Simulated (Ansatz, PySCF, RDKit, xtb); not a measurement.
# Solving CH4FSi, step by step

Given the formula CH4FSi (odd number of electrons) and nothing else, which arrangement of the atoms is the most stable in the gas at 298.15 K, and what are its properties?

Plan: many cheap relaxations first (GFN2-xTB), then density-functional screening, relaxation at BLYP-D3(BJ)/def2-SVP, vibrations and a final energy. The numbers are computed, not measured.

3 further runs of the same task are left out: 3 set aside as unsound or not needed.

## 1. Drawing up candidates

All bonding patterns within simple valence rules are listed by program: one Lewis structure each, at most two rings and one unusual centre or charged pair. O–O, O–halogen and N–halogen bonds and N–N–N chains are not drawn. That gives 4 candidates.

| label | SMILES | spin |
| --- | --- | --- |
| c307 | FC[SiH2] | doublet |
| c564 | F[CH][SiH3] | doublet |
| c749 | C[SiH]F | doublet |
| c952 | [CH2][SiH2]F | doublet |

Candidates are built by distance geometry, with a force field where one applies, in up to four conformers (letters a to d). 3 starts with atoms placed at random are added, to find patterns that the rules miss.

## 2. Search with GFN2-xTB

All 7 starts are relaxed the same way. One of them, c952a (enumerated, embedded by distance geometry and MMFF94), in full:

start.xyz

```xyz
7
c952a
C     -0.083261    -0.513318    -1.631596
F      1.032234    -3.028376    -1.370637
Si     0.893587    -1.643150    -0.575526
H     -0.428673    -0.947786    -2.573754
H     -0.283446     0.463780    -1.292008
H      0.227936    -1.831042     0.749063
H      2.304529    -1.085086    -0.394034
```

The run is started by

```console
xtb start.xyz --gfn 2 --opt --uhf 1
```

Standard output, shortened:

```text
* xtb version 6.7.1
[...]
          :  # basis functions                  22          :
[...]
          :  # electrons                        19          :
[...]
          :  Hamiltonian                  GFN2-xTB          :
[...]
          :  net charge                          0          :
          :  unpaired electrons                  1          :
[...]
   *** convergence criteria satisfied after 12 iterations ***
[...]
   *** GEOMETRY OPTIMIZATION CONVERGED AFTER 6 ITERATIONS ***
[...]
   *** convergence criteria satisfied after 3 iterations ***
[...]
         ::                     SUMMARY                     ::
         :::::::::::::::::::::::::::::::::::::::::::::::::::::
         :: total energy             -10.616655779358 Eh    ::
         :: gradient norm              0.000381723812 Eh/a0 ::
         :: HOMO-LUMO gap              4.786318466302 eV    ::
         ::.................................................::
         :: SCC energy               -10.702782663436 Eh    ::
         :: -> isotropic ES            0.025862505198 Eh    ::
         :: -> anisotropic ES          0.000687986699 Eh    ::
         :: -> anisotropic XC          0.004530537317 Eh    ::
         :: -> dispersion             -0.002723949695 Eh    ::
         :: repulsion energy           0.086126884078 Eh    ::
         :: add. restraining           0.000000000000 Eh    ::
         :: total charge              -0.000000000000 e     ::
         :::::::::::::::::::::::::::::::::::::::::::::::::::::
[...]
        10        1.0000           -0.3531288              -9.6091 (HOMO)
        11                         -0.1772349              -4.8228 (LUMO)
[...]
     #   Z          covCN         q      C6AA      α(0)
     1   6          2.734    -0.173    32.494     9.333
     2   9          0.705    -0.291    12.232     4.130
     3  14          3.425     0.507   104.554    20.019
     4   1          0.926     0.062     2.177     2.307
     5   1          0.926     0.044     2.400     2.422
     6   1          0.919    -0.074     4.733     3.403
     7   1          0.919    -0.074     4.730     3.402
[...]
     #   Z sym  total        # sym  WBO       # sym  WBO       # sym  WBO
 ---------------------------------------------------------------------------
     1   6      3.246 --     3      1.123     5      0.994     4      0.984
     2   9      1.162 --     3      1.071
     3  14      3.957 --     1      1.123     2      1.071     6      0.875
                             7      0.875
     4   1      0.996 --     1      0.984
     5   1      0.998 --     1      0.994
     6   1      0.994 --     3      0.875
     7   1      0.994 --     3      0.875
 ---------------------------------------------------------------------------
[...]
molecular dipole:
                 x           y           z       tot (Debye)
 q only:       -0.111       0.670       0.256
   full:       -0.180       0.787       0.212       2.120
molecular quadrupole (traceless):
[...]
          | TOTAL ENERGY              -10.616655779358 Eh   |
          | GRADIENT NORM               0.000381723812 Eh/α |
          | HOMO-LUMO GAP               4.786318466302 eV   |
           -------------------------------------------------
[...]
```

Run time: 0.038 s. Hardware: 1 thread of Arm Neoverse V1, shared host.

## 3. What the search left

7 of the 7 relaxations converged; 2 ended on a minimum already found. 5 distinct structures remain:

| label | start | SMILES after | spin | energy (kcal/mol) | note |
| --- | --- | --- | --- | --- | --- |
| c178 | random and drawn | C[SiH]F | doublet | 0.0 |  |
| c952a | drawn | [CH2][SiH2]F | doublet | 10.2 |  |
| c078 | random and drawn | FC[SiH2] | doublet | 42.7 |  |
| c564a | drawn | F[CH][SiH3] | doublet | 49.1 |  |
| c383 | random | F[C][SiH2].[H][H] | doublet | 107.9 | fell apart |

GFN2-xTB has no spin polarisation, so it can't rank spin states and is rough for open shells.

## 4. Second filter: single points

A choice of the minima (the low ones first, few conformers of a pattern, up to a cap) and the lowest that fell apart get a single point at r2SCAN-D4/def2-SVP on the tight-binding geometry, and one at HF/STO-3G for comparison. The first, c178:

input.yaml

```yaml
crystal:
  periodic: [false, false, false]
  atoms:
    - {symbol: C, position_ang: [-0.068168, -0.003969, -0.847967]}
    - {symbol: F, position_ang: [2.162910, -1.083027, 0.502194]}
    - {symbol: Si, position_ang: [0.914408, -0.070101, 0.767167]}
    - {symbol: H, position_ang: [0.501145, 0.461444, -1.648094]}
    - {symbol: H, position_ang: [-0.990282, 0.554761, -0.725398]}
    - {symbol: H, position_ang: [-0.325380, -1.012571, -1.169449]}
    - {symbol: H, position_ang: [0.268337, -0.661938, 1.926847]}
basis:
  gaussian: {orbitals: def2-SVP}
scf: {lower_state_search: off}
magnetization: {spin_polarized: true, initial_magnetization: 1}
hamiltonian: {xc: r2scan, dispersion: d4}
```

The run is started by

```console
ansatz run input.yaml --threads 1 --pin off --max-ram 2610MiB --events-out events.jsonl --progress --plain --runs-dir runs
```

Standard output, shortened:

```text
Warning: RAYON_NUM_THREADS=1 ignored (pool sized by the plan → 1); use --threads N
Functional definition: r2SCAN
  name "r2SCAN"
[...]
734 factors; their error is unknown
[...]
mean field -11688.89962418 eV, -429.5591381679 hartree, gradient 4.0e-6 eV, S^2 0.751964; 0 other end points of the search recorded, 0 dependent functions left out
reference -11688.89963390 eV, -429.5591385251 hartree; 17, 16 occupied and 49, 50 virtual orbitals, 734 factors
Total energy: -11688.92275361 eV, -429.5599881587 hartree
Checks for a lower state left out: stability, starts, cluster_reference, orbital_swaps, neighbouring_geometries, increment
```

It took 2.3 s on 1 thread of Arm Neoverse V1, shared host.

Relative energies in kcal/mol, each column from its lowest structure that stays in one piece:

| label | SMILES | spin | GFN2-xTB | HF/STO-3G | r2SCAN-D4/def2-SVP |
| --- | --- | --- | --- | --- | --- |
| c178 | C[SiH]F | doublet | 0.0 | 0.0 | 0.0 |
| c952a | [CH2][SiH2]F | doublet | 10.2 | 4.7 | 10.0 |
| c078 | FC[SiH2] | doublet | 42.7 | 25.6 | 52.7 |
| c564a | F[CH][SiH3] | doublet | 49.1 | 17.0 | 55.2 |
| c383 | F[C][SiH2].[H][H] | doublet | 107.9 | 119.7 | 133.9 |

## 5. Relaxing the best candidates

3 candidates are relaxed at BLYP-D3(BJ)/def2-SVP (chosen among the lowest in one piece). The first, c178:

input.yaml, as its differences from that of step 4:

```diff
@@ -12,4 +12,5 @@
   gaussian: {orbitals: def2-SVP}
-scf: {lower_state_search: off}
+total_charge: 0
 magnetization: {spin_polarized: true, initial_magnetization: 1}
-hamiltonian: {xc: r2scan, dispersion: d4}
+hamiltonian: {xc: {name: BLYP}, dispersion: d3bj}
+relax: {f_tol: 0.003}
```

The run is started by

```console
ansatz run input.yaml --threads 1 --pin off --max-ram 2610MiB --events-out events.jsonl --progress --plain --runs-dir runs
```

Standard output, shortened:

```text
Warning: RAYON_NUM_THREADS=1 ignored (pool sized by the plan → 1); use --threads N
[...]
Functional definition: BLYP
  name "BLYP"
[...]
734 factors; their error is unknown
[...]
mean field -11690.25034946 eV, -429.6087764062 hartree, gradient 5.0e-5 eV, S^2 0.750881; 0 other end points of the search recorded, 0 dependent functions left out
[...]
reference -11690.25062522 eV, -429.6087865402 hartree; 17, 16 occupied and 49, 50 virtual orbitals, 734 factors
relax step   1: F+E_penalty+E_count = -11690.48536703 eV  Δ(F+E_penalty+E_count) = +0.000e0 eV  max|allowed force component| = 8.062e-1 eV/Å  Δτ_max = 0.0000 Å  (26 SCF iters, accepted)
[...]
relax step   3: F+E_penalty+E_count = -11690.58736261 eV  Δ(F+E_penalty+E_count) = -1.004e-2 eV  max|allowed force component| = 1.110e-1 eV/Å  Δτ_max = 0.0384 Å  (29 SCF iters, accepted)
[...]
mean field -11690.35350782 eV, -429.6125674061 hartree, gradient 9.0e-5 eV, S^2 0.750914; 1 other end points of the search recorded, 0 dependent functions left out
[...]
reference -11690.35378557 eV, -429.6125776134 hartree; 17, 16 occupied and 49, 50 virtual orbitals, 734 factors
Total energy: -11690.58840196 eV, -429.6211996068 hartree
Atom 0 at    -0.064946    -0.006749    -0.839935 Å, force    -0.000344    -0.000523     0.000448 eV/Å
Atom 1 at     2.259827    -1.061365     0.499709 Å, force    -0.000242     0.000274     0.000184 eV/Å
Atom 2 at     0.961357    -0.069235     0.753353 Å, force     0.000253    -0.000404    -0.000267 eV/Å
Atom 3 at     0.501176     0.445764    -1.677880 Å, force    -0.000098     0.000198    -0.000065 eV/Å
Atom 4 at    -0.985454     0.590001    -0.675441 Å, force     0.000168     0.000288    -0.000190 eV/Å
Atom 5 at    -0.360605    -1.037167    -1.133898 Å, force     0.000231     0.000119     0.000123 eV/Å
Atom 6 at     0.151615    -0.676650     1.879392 Å, force     0.000032     0.000049    -0.000232 eV/Å
Dipole moment:    -0.288774     0.161623    -0.122674 e Å
```

Wall time 22 s (1 thread of Arm Neoverse V1, shared host).

Energy change by step (eV): 0.0000, -0.0920, -0.1020, -0.1024, -0.1027, -0.1028, -0.1028, -0.1028, -0.1028.

After the run. Bond lengths: C1–Si3 1.896 Å, F2–Si3 1.654 Å, C1–H4 1.108 Å, C1–H5 1.109 Å, C1–H6 1.112 Å, Si3–H7 1.514 Å. Angles: C1–Si3–F2 108.4°, C1–Si3–H7 110.4°, F2–Si3–H7 107.1°, Si3–C1–H4 111.9°, Si3–C1–H5 110.0°, Si3–C1–H6 109.6°, H4–C1–H5 108.4°, H4–C1–H6 108.3°, H5–C1–H6 108.5°.

## 6. The relaxed candidates

| label | spin | r2SCAN-D4/def2-SVP (kcal/mol) | BLYP-D3(BJ)/def2-SVP, relaxed (kcal/mol) | time |
| --- | --- | --- | --- | --- |
| c178 | doublet | 0.0 | 0.0 | 22 s |
| c952a | doublet | 10.0 | 11.3 | 18 s |
| c078 | doublet | 52.7 | 50.8 | 22 s |

c178: Bond lengths: C1–Si3 1.896 Å, F2–Si3 1.654 Å, C1–H4 1.108 Å, C1–H5 1.109 Å, C1–H6 1.112 Å, Si3–H7 1.514 Å. Angles: C1–Si3–F2 108.4°, C1–Si3–H7 110.4°, F2–Si3–H7 107.1°, Si3–C1–H4 111.9°, Si3–C1–H5 110.0°, Si3–C1–H6 109.6°, H4–C1–H5 108.4°, H4–C1–H6 108.3°, H5–C1–H6 108.5°.

c952a: Bond lengths: C1–Si3 1.849 Å, F2–Si3 1.644 Å, C1–H4 1.103 Å, C1–H5 1.104 Å, Si3–H6 1.502 Å, Si3–H7 1.502 Å. Angles: C1–Si3–F2 109.2°, C1–Si3–H6 111.5°, C1–Si3–H7 111.5°, F2–Si3–H6 108.0°, F2–Si3–H7 107.9°, Si3–C1–H4 122.6°, Si3–C1–H5 122.3°, H6–Si3–H7 108.7°, H4–C1–H5 115.1°.

c078: Bond lengths: C1–F2 1.401 Å, C1–Si3 1.929 Å, Si3–H4 1.508 Å, C1–H5 1.117 Å, Si3–H6 1.505 Å, C1–H7 1.114 Å. Angles: F2–C1–Si3 110.7°, F2–C1–H5 108.9°, F2–C1–H7 109.5°, Si3–C1–H5 109.3°, Si3–C1–H7 111.2°, C1–Si3–H4 108.9°, C1–Si3–H6 110.1°, H5–C1–H7 107.1°, H4–Si3–H6 110.4°.

## 7. Harmonic analysis of the finalists

The lowest few in one piece go on as finalists. Harmonic vibrations at BLYP-D3(BJ)/def2-SVP test each finalist and give the zero-point energy and the thermal terms. The first, c178:

input.yaml

```yaml
crystal:
  periodic: [false, false, false]
  atoms:
    - symbol: C
      position_ang: [-0.064946, -0.006749, -0.839935]
    - symbol: F
      position_ang: [2.259827, -1.061365, 0.499709]
    - symbol: Si
      position_ang: [0.961357, -0.069235, 0.753353]
    - symbol: H
      position_ang: [0.501176, 0.445764, -1.677880]
    - symbol: H
      position_ang: [-0.985454, 0.590001, -0.675441]
    - symbol: H
      position_ang: [-0.360605, -1.037167, -1.133898]
    - symbol: H
      position_ang: [0.151615, -0.676650, 1.879392]
basis:
  gaussian:
    orbitals: def2-SVP
total_charge: 0
magnetization:
  spin_polarized: true
  initial_magnetization: 1
hamiltonian:
  xc: {name: BLYP}
  dispersion: d3bj
scf:
  lower_state_search: off
phonons: {}
```

The run is started by

```console
ansatz run input.yaml --threads 1 --pin off --max-ram 2610MiB --events-out events.jsonl --progress --plain --runs-dir runs
```

Standard output, shortened:

```text
Warning: RAYON_NUM_THREADS=1 ignored (pool sized by the plan → 1); use --threads N
Functional definition: BLYP
  name "BLYP"
[...]
734 factors; their error is unknown
[...]
mean field -11690.35349590 eV, -429.6125669680 hartree, gradient 5.7e-6 eV, S^2 0.750914; 0 other end points of the search recorded, 0 dependent functions left out
[...]
reference -11690.35377372 eV, -429.6125771777 hartree; 17, 16 occupied and 49, 50 virtual orbitals, 734 factors
[...]
734 factors; their error is unknown
mean field -11690.35334730 eV, -429.6125615072 hartree, gradient 1.7e-6 eV, S^2 0.750914; 0 other end points of the search recorded, 0 dependent functions left out
[...]
reference -11690.35362510 eV, -429.6125717162 hartree; 17, 16 occupied and 49, 50 virtual orbitals, 734 factors
[...]
734 factors; their error is unknown
[...]
Total energy: -11690.58839012 eV, -429.6211991717 hartree
Atom 0 at    -0.064946    -0.006749    -0.839935 Å, force    -0.000319    -0.000536     0.000425 eV/Å
Atom 1 at     2.259827    -1.061365     0.499709 Å, force    -0.000216     0.000209     0.000176 eV/Å
Atom 2 at     0.961357    -0.069235     0.753353 Å, force     0.000175    -0.000277    -0.000262 eV/Å
Atom 3 at     0.501176     0.445764    -1.677880 Å, force    -0.000090     0.000174    -0.000063 eV/Å
Atom 4 at    -0.985454     0.590001    -0.675441 Å, force     0.000157     0.000297    -0.000184 eV/Å
Atom 5 at    -0.360605    -1.037167    -1.133898 Å, force     0.000234     0.000131     0.000133 eV/Å
Atom 6 at     0.151615    -0.676650     1.879392 Å, force     0.000060     0.000001    -0.000225 eV/Å
Dipole moment:    -0.288773     0.161624    -0.122678 e Å
Vibrations: 139.82 223.91 537.16 636.06 727.25 765.13 843.48 877.59 1213.62 1381.45 1391.44 2069.60 2944.91 3031.83 3053.75 cm⁻¹, zero-point energy 1.229737 eV
Checks for a lower state left out: stability, starts, cluster_reference, orbital_swaps, neighbouring_geometries, increment
```

Run time: 52 s. Hardware: 1 thread of Arm Neoverse V1, shared host.

## 8. c952a is a saddle point: moving off it

The lowest mode of c952a is imaginary, 82i cm⁻¹. The structure is pushed 0.25 Å along it and relaxed again.

input.yaml

```yaml
crystal:
  periodic: [false, false, false]
  atoms:
    - {symbol: C, position_ang: [-0.085298, -0.521007, -1.649619]}
    - {symbol: F, position_ang: [1.076046, -3.106822, -1.316802]}
    - {symbol: Si, position_ang: [0.912488, -1.648271, -0.575712]}
    - {symbol: H, position_ang: [-0.695115, -0.911640, -2.509938]}
    - {symbol: H, position_ang: [-0.121856, 0.581484, -1.459274]}
    - {symbol: H, position_ang: [0.249872, -1.910058, 0.748280]}
    - {symbol: H, position_ang: [2.290214, -1.086068, -0.316938]}
basis:
  gaussian: {orbitals: def2-SVP}
magnetization: {spin_polarized: true, initial_magnetization: 1}
hamiltonian: {xc: {name: BLYP}, dispersion: d3bj}
relax: {f_tol: 0.003}
```

The run is started by

```console
ansatz run input.yaml --threads 1 --pin off --max-ram 2610MiB --events-out events.jsonl --progress --plain --runs-dir runs
```

Standard output, shortened:

```text
Warning: RAYON_NUM_THREADS=1 ignored (pool sized by the plan → 1); use --threads N
[...]
Functional definition: BLYP
  name "BLYP"
[...]
734 factors; their error is unknown
[...]
mean field -11689.86020120 eV, -429.5944387221 hartree, gradient 2.9e-5 eV, S^2 0.752966; 0 other end points of the search recorded, 0 dependent functions left out
[...]
reference -11689.86049032 eV, -429.5944493473 hartree; 17, 16 occupied and 49, 50 virtual orbitals, 734 factors
relax step   1: F+E_penalty+E_count = -11690.08265386 eV  Δ(F+E_penalty+E_count) = +0.000e0 eV  max|allowed force component| = 5.045e-1 eV/Å  Δτ_max = 0.0000 Å  (26 SCF iters, accepted)
[...]
relax step   7: F+E_penalty+E_count = -11690.09697839 eV  Δ(F+E_penalty+E_count) = +1.319e-3 eV  max|allowed force component| = 7.116e-2 eV/Å  Δτ_max = 0.0468 Å  (28 SCF iters, rejected (line search))
[...]
mean field -11689.87862536 eV, -429.5951157975 hartree, gradient 1.1e-5 eV, S^2 0.752757; 1 other end points of the search recorded, 0 dependent functions left out
[...]
reference -11689.87891224 eV, -429.5951263404 hartree; 17, 16 occupied and 49, 50 virtual orbitals, 734 factors
Total energy: -11690.10137627 eV, -429.6033017425 hartree
Atom 0 at    -0.081192    -0.521197    -1.641947 Å, force    -0.000279    -0.000889     0.000154 eV/Å
Atom 1 at     1.245101    -3.050875    -1.379454 Å, force    -0.000004     0.000464     0.000297 eV/Å
Atom 2 at     0.915911    -1.656081    -0.568233 Å, force    -0.000094     0.000197    -0.000560 eV/Å
Atom 3 at    -0.979733    -0.860656    -2.185534 Å, force     0.000660     0.001215     0.000166 eV/Å
Atom 4 at     0.163803     0.545974    -1.776122 Å, force    -0.000330    -0.001040     0.000004 eV/Å
Atom 5 at     0.151925    -2.053373     0.661516 Å, force     0.000039     0.000052    -0.000067 eV/Å
Atom 6 at     2.210536    -1.006175    -0.190229 Å, force     0.000008    -0.000000     0.000006 eV/Å
Dipole moment:    -0.141630     0.317515     0.031403 e Å
```

It took 65 s on 1 thread of Arm Neoverse V1, shared host.

The energy changes by -0.10 kcal/mol.

## 9. Zero-point energy and free-energy terms

At 298.15 K and 1 atm, ideal gas, rigid rotor and harmonic oscillator:

| label | SMILES | spin | point group | lowest mode (cm⁻¹) | zero-point (kcal/mol) | G − E (kcal/mol) |
| --- | --- | --- | --- | --- | --- | --- |
| c178 | C[SiH]F | doublet | C1 | 140 | 28.4 | 10.7 |
| c952a | [CH2][SiH2]F | doublet | C1 | 51 | 25.9 | 7.7 |
| c078 | FC[SiH2] | doublet | C1 | 157 | 26.9 | 9.2 |

Chiral structures get −RT ln 2 for their mirror image.

## 10. Energies at the top level

Each finalist gets a single point at CCSD(T)/def2-SVP + MP2/def2-TZVPP - MP2/def2-SVP.

c178, CCSD(T)/def2-SVP:

input.yaml

```yaml
crystal:
  periodic: [false, false, false]
  atoms:
    - {symbol: C, position_ang: [-0.064946, -0.006749, -0.839935]}
    - {symbol: F, position_ang: [2.259827, -1.061365, 0.499709]}
    - {symbol: Si, position_ang: [0.961357, -0.069235, 0.753353]}
    - {symbol: H, position_ang: [0.501176, 0.445764, -1.677880]}
    - {symbol: H, position_ang: [-0.985454, 0.590001, -0.675441]}
    - {symbol: H, position_ang: [-0.360605, -1.037167, -1.133898]}
    - {symbol: H, position_ang: [0.151615, -0.676650, 1.879392]}
basis:
  gaussian:
    orbitals: def2-SVP
total_charge: 0
magnetization:
  spin_polarized: true
  initial_magnetization: 1
correlation:
  method: ccsd_t
  frozen_orbitals: {H: 0, Si: 5, C: 1, F: 1}
scf:
  omitted_lower_state_checks: [cluster_reference]
```

The run is started by

```console
ansatz run input.yaml --threads 1 --pin off --max-ram 2610MiB --events-out events.jsonl --progress --plain --runs-dir runs
```

Standard output, shortened:

```text
Warning: RAYON_NUM_THREADS=1 ignored (pool sized by the plan → 1); use --threads N
Functional definition: HF
  name "HF"
[...]
650 factors; integrals over basis functions are off by at most 1.3e-3 eV
[...]
mean field -11656.99087762 eV, -428.3865133602 hartree, gradient 8.6e-6 eV, S^2 0.752474; 0 other end points of the search recorded, 0 dependent functions left out
7 core orbitals not correlated: weight in the atoms' cores, before any rotation towards them, 1.000 or more for the frozen orbitals, at most 0.000 for the correlated occupied ones
reference -11656.99087762 eV, -428.3865133602 hartree; 10, 9 occupied and 49, 50 virtual orbitals, 650 factors
second order -11.24493217 eV of doubles, -0.00000000 eV of singles
cycle   1  -11.73494652 eV  change   -4.9e-1 eV  update   8.0e-2
[...]
cycle  10  -12.11060444 eV  change    8.8e-7 eV  update   9.2e-6
perturbative correction -0.25612524 eV, -0.0094124288 hartree
Total energy: -11669.35760729 eV, -428.8409822933 hartree
Checks for a lower state left out: cluster_reference
```

Wall time 5.1 s (1 thread of Arm Neoverse V1, shared host).

## 11. c178 at MP2/def2-TZVPP

input.yaml, as its differences from that of step 10:

```diff
@@ -12,4 +12,3 @@
   gaussian:
-    orbitals: def2-SVP
-total_charge: 0
+    orbitals: def2-TZVPP
 magnetization:
@@ -18,5 +17,3 @@
 correlation:
-  method: ccsd_t
+  method: mp2
   frozen_orbitals: {H: 0, Si: 5, C: 1, F: 1}
-scf:
-  omitted_lower_state_checks: [cluster_reference]
```

The run is started by

```console
ansatz run input.yaml --threads 1 --pin off --max-ram 2610MiB --events-out events.jsonl --progress --plain --runs-dir runs
```

Standard output:

```text
Warning: RAYON_NUM_THREADS=1 ignored (pool sized by the plan → 1); use --threads N
Functional definition: HF
  name "HF"
  exchange = exact_x
  correlation = 0
938 factors; integrals over basis functions are off by at most 1.1e-3 eV
mean field evaluation 1: about -11661.7419 eV, gradient 2.4e1 eV
mean field evaluation 2: about -11661.7454 eV, gradient 2.4e1 eV
mean field evaluation 4: about -11664.5622 eV, gradient 2.7e0 eV
mean field evaluation 8: about -11664.6488 eV, gradient 1.4e-1 eV
mean field -11664.64928487 eV, -428.6679546356 hartree, gradient 3.1e-6 eV, S^2 0.753493; 0 other end points of the search recorded, 0 dependent functions left out
7 core orbitals not correlated: weight in the atoms' cores, before any rotation towards them, 1.000 or more for the frozen orbitals, at most 0.000 for the correlated occupied ones
reference -11664.64928487 eV, -428.6679546356 hartree; 10, 9 occupied and 143, 144 virtual orbitals, 938 factors
second order -14.48868927 eV of doubles, -0.00000000 eV of singles
Total energy: -11679.13797414 eV, -429.2004041454 hartree
```

Run time: 3.6 s. Hardware: 1 thread of Arm Neoverse V1, shared host.

[end of part 1 of 2]
